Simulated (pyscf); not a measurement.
H₂S + Cl–Ga(Cl)–Cl -> HS–Ga(Cl)–Cl + HCl (four-centre exchange; singlet surface; H–S, Cl–Ga broken, Ga–S, Cl–H formed). Single points on ωB97X-D3(BJ)/def2-SVP structures (PySCF, gas phase). Energies in kcal/mol from the separated reactants.

```csv
level,barrier,reaction energy
ωB97X-D3(BJ)/def2-TZVP,0.9,+3.9
r²SCAN/def2-TZVP,-0.4,+4.3
B3LYP-D3(BJ)/def2-TZVP,2.8,+4.4
PBE0-D3(BJ)/def2-TZVP,-0.4,+3.8
M06-2X/def2-TZVP,3.7,+5.5
ωB97M-D3(BJ)/def2-TZVP,5.3,+4.8
```

On the reactant side the descent ends in an adduct with a Ga–S contact, 19.5 kcal/mol under the separated species and 20.4 kcal/mol under the saddle at ωB97X-D3(BJ)/def2-TZVP. On the product side the descent ends in an adduct with a Cl–Ga contact, 7.8 kcal/mol under the separated species and 4.8 kcal/mol under the saddle at ωB97X-D3(BJ)/def2-TZVP. At r²SCAN, PBE0-D3(BJ) the saddle lies under the separated reactants, which points to a path from their complex (located at ωB97X-D3(BJ) alone). At ωB97X-D3(BJ), r²SCAN, B3LYP-D3(BJ), PBE0-D3(BJ), M06-2X the saddle lies under the separated products, which points to a path from their complex (located at ωB97X-D3(BJ) alone), and parting the products costs more than the saddle. What is counted as formed (Ga–S) is already present as a longer contact in the reactant adduct; forming that adduct is a step of its own. What is counted as broken (Cl–Ga) persists as a longer contact in the product adduct; parting that adduct is a step of its own. One saddle was located; it need not be the lowest between these sides. Elements up to Kr have no core potential and no relativistic terms here.
